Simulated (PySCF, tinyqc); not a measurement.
Worked calculation: RHF in the sto-6g basis, for LiH, spin multiplicity 1. The lowest restricted solution is unstable here: a spin-polarised one lies 0.0669 hartree lower (PySCF). One step of it, computed by the program tinyqc.

Question. Iteration 2: building the Fock matrix. J_ij = sum D_kl (ij|kl), K_ij = sum D_kl (ik|jl); F = H + J - 0.5 K; E = tr D H + tr D J / 2 - 0.25 tr D K + E_nn.

D after iteration 1, lower triangle:
```
            1Li 1s    1Li 2s   1Li 2px   1Li 2py   1Li 2pz     2H 1s
1Li 1s    1.998205
1Li 2s   -0.032039  0.291457
1Li 2px   0.000000  0.000000  0.000000
1Li 2py   0.000000  0.000000  0.000000  0.000000
1Li 2pz  -0.057418  0.194507  0.000000  0.000000  0.130458
2H 1s    -0.162775  0.604203  0.000000  0.000000  0.404962  1.257191
```

core Hamiltonian H = T + V (hartree), lower triangle:
```
            1Li 1s     1Li 2s    1Li 2px    1Li 2py    1Li 2pz      2H 1s
1Li 1s   -4.632814
1Li 2s   -0.982087  -1.274380
1Li 2px   0.000000   0.000000  -1.048311
1Li 2py   0.000000   0.000000   0.000000  -1.048311
1Li 2pz  -0.005179  -0.057263   0.000000   0.000000  -1.085901
2H 1s    -0.015944  -0.183923   0.000000   0.000000  -0.273281  -1.018270
```

Two-electron integrals (ij|kl) in chemists' order, unique and non-zero (hartree):
```
(11|11) 1.681247   (21|11) 0.242603   (21|21) 0.044507   (22|11) 0.397190
(22|21) 0.090279   (22|22) 0.290625   (31|31) 0.009437   (32|31) 0.014261
(32|32) 0.064236   (33|11) 0.397190   (33|21) 0.090279   (33|22) 0.290625
(33|33) 0.313125   (41|41) 0.009437   (42|41) 0.014261   (42|42) 0.064236
(43|43) 0.016875   (44|11) 0.397190   (44|21) 0.090279   (44|22) 0.290625
(44|33) 0.279374   (44|44) 0.313125   (51|51) 0.009437   (52|51) 0.014261
(52|52) 0.064236   (53|53) 0.016875   (54|54) 0.016875   (55|11) 0.397190
(55|21) 0.090279   (55|22) 0.290625   (55|33) 0.279374   (55|44) 0.279374
(55|55) 0.313125   (61|11) 0.003705   (61|21) 0.000674   (61|22) 0.001415
(61|33) 0.001395   (61|44) 0.001395   (61|51) 0.000090   (61|52) 0.000198
(61|55) 0.001456   (61|61) 0.000011   (62|11) 0.032541   (62|21) 0.007622
(62|22) 0.029798   (62|33) 0.028092   (62|44) 0.028092   (62|51) 0.001070
(62|52) 0.009126   (62|55) 0.033212   (62|61) 0.000144   (62|62) 0.008119
(63|31) 0.000310   (63|32) 0.001985   (63|53) 0.000958   (63|63) 0.000281
(64|41) 0.000310   (64|42) 0.001985   (64|54) 0.000958   (64|64) 0.000281
(65|11) 0.047834   (65|21) 0.011242   (65|22) 0.044676   (65|33) 0.041841
(65|44) 0.041841   (65|51) 0.001680   (65|52) 0.014413   (65|55) 0.050345
(65|61) 0.000215   (65|62) 0.012891   (65|65) 0.020522   (66|11) 0.182409
(66|21) 0.043000   (66|22) 0.180027   (66|33) 0.168271   (66|44) 0.168271
(66|51) 0.005176   (66|52) 0.055858   (66|55) 0.203536   (66|61) 0.000804
(66|62) 0.069469   (66|65) 0.112315   (66|66) 0.774999
```

nuclear repulsion = 0.54723600 hartree

Give: Coulomb J; exchange K; Fock matrix F; total energy of this density.

Answer.

Coulomb J (hartree), lower triangle:
```
         1Li 1s  1Li 2s  1Li 2px  1Li 2py  1Li 2pz   2H 1s
1Li 1s   3.8177
1Li 2s   0.5922  1.2086
1Li 2px  0.0000  0.0000   1.1880
1Li 2py  0.0000  0.0000   0.0000   1.1880
1Li 2pz  0.0136  0.1162   0.0000   0.0000   1.2498
2H 1s    0.0094  0.1885   0.0000   0.0000   0.2932  1.6109
```

exchange K (hartree), lower triangle:
```
          1Li 1s  1Li 2s  1Li 2px  1Li 2py  1Li 2pz   2H 1s
1Li 1s    3.3578
1Li 2s    0.4995  0.2274
1Li 2px   0.0000  0.0000   0.0423
1Li 2py   0.0000  0.0000   0.0000   0.0423
1Li 2pz  -0.0024  0.1290   0.0000   0.0000   0.1610
2H 1s     0.0080  0.2433   0.0000   0.0000   0.2910  1.1590
```

Fock matrix F (hartree), lower triangle:
```
          1Li 1s   1Li 2s  1Li 2px  1Li 2py  1Li 2pz   2H 1s
1Li 1s   -2.4940
1Li 2s   -0.6397  -0.1795
1Li 2px   0.0000   0.0000   0.1185
1Li 2py   0.0000   0.0000   0.0000   0.1185
1Li 2pz   0.0096  -0.0056   0.0000   0.0000   0.0834
2H 1s    -0.0106  -0.1170   0.0000   0.0000  -0.1256  0.0131
```

total energy of this density = -7.781915 hartree
